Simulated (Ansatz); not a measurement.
System: graphite. Method: PBEsol (plane waves, PAW; Ansatz, a quantum-chemistry and plane-wave program).

Run with plane-wave cutoff 500 eV, 18×18×6 k mesh (along the axes of the cell as run), Fermi–Dirac smearing 0.05 eV, scalar-relativistic PAW data made under PBE.

Computed at the level's own relaxed cell.

### Question
Predict the equilibrium volume per atom, lattice constant a and lattice parameter c.

### Answer

- equilibrium volume per atom = 9.51 Å³/atom
- lattice constant a = 2.459 Å
- lattice parameter c = 7.265 Å

Measured, for comparison: lattice constant a 2.461 Å (300 K, no zero-point or thermal correction, our sources range from 2.456 to 2.461; as tabulated in Wikipedia's data pages); lattice parameter c 6.67 Å (low temperature, zero-point motion not removed; as tabulated in Berland et al. (2010), arXiv:1007.3305). Computed (rounded) less measured: lattice constant a -0.1 % (inside the range of the sources held), lattice parameter c +8.9 %.

Note: the cell comes from a level without a dispersion term, which matters for the spacing of layers, chains or molecules.

The result took very roughly 70 core-seconds.
